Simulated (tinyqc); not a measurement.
UHF in the sto-6g basis, for CH, spin multiplicity 4, step by step. One step of it, computed by the program tinyqc.

Question. Iteration 2: building the Fock matrix. J_ij = sum D_kl (ij|kl) with D = D(alpha) + D(beta), K_ij = sum D_kl (ik|jl) for each spin; F = H + J - K(s); E = tr D H + tr D J / 2 - 0.5 sum_s tr D(s) K(s) + E_nn.

D(alpha) after iteration 1, order 1C 1s, 1C 2s, 1C 2px, 1C 2py, 1C 2pz, 2H 1s:
$$\begin{pmatrix}
1.057193 & -0.204844 & -0.030234 & 0.009801 & 0.023380 & -0.004439 \\
-0.204844 & 0.526149 & 0.286292 & -0.092621 & -0.212245 & 0.073151 \\
-0.030234 & 0.286292 & 0.853663 & 0.047365 & 0.126679 & -0.131574 \\
0.009801 & -0.092621 & 0.047365 & 0.984669 & -0.041133 & 0.042972 \\
0.023380 & -0.212245 & 0.126679 & -0.041133 & 0.901983 & -0.010050 \\
-0.004439 & 0.073151 & -0.131574 & 0.042972 & -0.010050 & 0.757855
\end{pmatrix}$$

D(beta) after iteration 1, order 1C 1s, 1C 2s, 1C 2px, 1C 2py, 1C 2pz, 2H 1s:
$$\begin{pmatrix}
0.762407 & -0.108615 & -0.078738 & -0.098562 & -0.194020 & -0.235420 \\
-0.108615 & 0.318069 & -0.049121 & 0.043437 & -0.175919 & 0.213494 \\
-0.078738 & -0.049121 & 0.028272 & 0.011353 & 0.070027 & 0.013816 \\
-0.098562 & 0.043437 & 0.011353 & 0.021703 & 0.013650 & 0.069779 \\
-0.194020 & -0.175919 & 0.070027 & 0.013650 & 0.480219 & -0.283065 \\
-0.235420 & 0.213494 & 0.013816 & 0.069779 & -0.283065 & 0.482417
\end{pmatrix}$$

core Hamiltonian H = T + V (hartree), order 1C 1s, 1C 2s, 1C 2px, 1C 2py, 1C 2pz, 2H 1s:
$$\begin{pmatrix}
-18.214075 & -4.178040 & 0.000000 & 0.000000 & -0.005725 & -0.163193 \\
-4.178040 & -4.942412 & 0.000000 & 0.000000 & -0.063118 & -0.557299 \\
0.000000 & 0.000000 & -3.944976 & 0.000000 & 0.000000 & 0.000000 \\
0.000000 & 0.000000 & 0.000000 & -3.944976 & 0.000000 & 0.000000 \\
-0.005725 & -0.063118 & 0.000000 & 0.000000 & -3.976114 & -0.577088 \\
-0.163193 & -0.557299 & 0.000000 & 0.000000 & -0.577088 & -2.118476
\end{pmatrix}$$

Two-electron integrals (ij|kl) in chemists' order, unique and non-zero (hartree):
```
(11|11) 3.543743   (21|11) 0.529462   (21|21) 0.100317   (22|11) 0.853596
(22|21) 0.199930   (22|22) 0.624844   (31|31) 0.021271   (32|31) 0.031868
(32|32) 0.138108   (33|11) 0.853598   (33|21) 0.199930   (33|22) 0.624843
(33|33) 0.673218   (41|41) 0.021271   (42|41) 0.031868   (42|42) 0.138108
(43|43) 0.036281   (44|11) 0.853598   (44|21) 0.199930   (44|22) 0.624843
(44|33) 0.600655   (44|44) 0.673218   (51|51) 0.021271   (52|51) 0.031868
(52|52) 0.138108   (53|53) 0.036281   (54|54) 0.036281   (55|11) 0.853598
(55|21) 0.199930   (55|22) 0.624843   (55|33) 0.600655   (55|44) 0.600655
(55|55) 0.673218   (61|11) 0.021372   (61|21) 0.003911   (61|22) 0.007713
(61|33) 0.007686   (61|44) 0.007686   (61|51) 0.000260   (61|52) 0.000512
(61|55) 0.007768   (61|61) 0.000157   (62|11) 0.076842   (62|21) 0.018406
(62|22) 0.066877   (62|33) 0.065176   (62|44) 0.065176   (62|51) 0.001812
(62|52) 0.013959   (62|55) 0.070279   (62|61) 0.000747   (62|62) 0.011654
(63|31) 0.001569   (63|32) 0.008994   (63|53) 0.002453   (63|63) 0.001083
(64|41) 0.001569   (64|42) 0.008994   (64|54) 0.002453   (64|64) 0.001083
(65|11) 0.078349   (65|21) 0.018958   (65|22) 0.072355   (65|33) 0.069192
(65|44) 0.069192   (65|51) 0.003072   (65|52) 0.022133   (65|55) 0.078680
(65|61) 0.000792   (65|62) 0.014789   (65|65) 0.019499   (66|11) 0.274558
(66|21) 0.066768   (66|22) 0.273271   (66|33) 0.263832   (66|44) 0.263832
(66|51) 0.005679   (66|52) 0.061090   (66|55) 0.292150   (66|61) 0.002703
(66|62) 0.070677   (66|65) 0.097230   (66|66) 0.774999
```

nuclear repulsion = 1.64852714 hartree

Give: Coulomb J; exchange K(alpha); exchange K(beta); F(alpha); F(beta); total energy of this density.

Answer.

Coulomb J (hartree), order 1C 1s, 1C 2s, 1C 2px, 1C 2py, 1C 2pz, 2H 1s:
$$\begin{pmatrix}
9.9570 & 1.8035 & 0.0101 & -0.0066 & -0.0258 & 0.0710 \\
1.8035 & 4.3301 & 0.0564 & -0.0172 & -0.0475 & 0.4788 \\
0.0101 & 0.0564 & 4.3042 & 0.0043 & 0.0137 & 0.0046 \\
-0.0066 & -0.0172 & 0.0043 & 4.3132 & -0.0014 & -0.0011 \\
-0.0258 & -0.0475 & 0.0137 & -0.0014 & 4.3729 & 0.5302 \\
0.0710 & 0.4788 & 0.0046 & -0.0011 & 0.5302 & 2.4845
\end{pmatrix}$$

exchange K(alpha) (hartree), order 1C 1s, 1C 2s, 1C 2px, 1C 2py, 1C 2pz, 2H 1s:
$$\begin{pmatrix}
3.6411 & 0.5590 & 0.0387 & -0.0125 & -0.0272 & 0.0245 \\
0.5590 & 0.7495 & 0.2017 & -0.0652 & -0.1400 & 0.1259 \\
0.0387 & 0.2017 & 0.7273 & 0.0302 & 0.0713 & -0.0048 \\
-0.0125 & -0.0652 & 0.0302 & 0.8108 & -0.0231 & 0.0017 \\
-0.0272 & -0.1400 & 0.0713 & -0.0231 & 0.7724 & 0.1393 \\
0.0245 & 0.1259 & -0.0048 & 0.0017 & 0.1393 & 0.6150
\end{pmatrix}$$

exchange K(beta) (hartree), order 1C 1s, 1C 2s, 1C 2px, 1C 2py, 1C 2pz, 2H 1s:
$$\begin{pmatrix}
2.6215 & 0.3668 & -0.0801 & -0.0755 & -0.2276 & -0.0548 \\
0.3668 & 0.3226 & -0.0547 & 0.0155 & -0.1847 & 0.0711 \\
-0.0801 & -0.0547 & 0.0927 & 0.0072 & 0.0456 & 0.0043 \\
-0.0755 & 0.0155 & 0.0072 & 0.0885 & 0.0137 & 0.0218 \\
-0.2276 & -0.1847 & 0.0456 & 0.0137 & 0.3512 & -0.0027 \\
-0.0548 & 0.0711 & 0.0043 & 0.0218 & -0.0027 & 0.3553
\end{pmatrix}$$

F(alpha) (hartree), order 1C 1s, 1C 2s, 1C 2px, 1C 2py, 1C 2pz, 2H 1s:
$$\begin{pmatrix}
-11.8982 & -2.9334 & -0.0286 & 0.0059 & -0.0044 & -0.1168 \\
-2.9334 & -1.3619 & -0.1452 & 0.0480 & 0.0294 & -0.2044 \\
-0.0286 & -0.1452 & -0.3681 & -0.0259 & -0.0576 & 0.0095 \\
0.0059 & 0.0480 & -0.0259 & -0.4426 & 0.0217 & -0.0027 \\
-0.0044 & 0.0294 & -0.0576 & 0.0217 & -0.3756 & -0.1862 \\
-0.1168 & -0.2044 & 0.0095 & -0.0027 & -0.1862 & -0.2490
\end{pmatrix}$$

F(beta) (hartree), order 1C 1s, 1C 2s, 1C 2px, 1C 2py, 1C 2pz, 2H 1s:
$$\begin{pmatrix}
-10.8786 & -2.7413 & 0.0903 & 0.0690 & 0.1960 & -0.0375 \\
-2.7413 & -0.9350 & 0.1112 & -0.0327 & 0.0740 & -0.1496 \\
0.0903 & 0.1112 & 0.2665 & -0.0030 & -0.0319 & 0.0003 \\
0.0690 & -0.0327 & -0.0030 & 0.2797 & -0.0151 & -0.0228 \\
0.1960 & 0.0740 & -0.0319 & -0.0151 & 0.0456 & -0.0442 \\
-0.0375 & -0.1496 & 0.0003 & -0.0228 & -0.0442 & 0.0107
\end{pmatrix}$$

total energy of this density = -34.235821 hartree

This density is a damped mixture and is not idempotent.
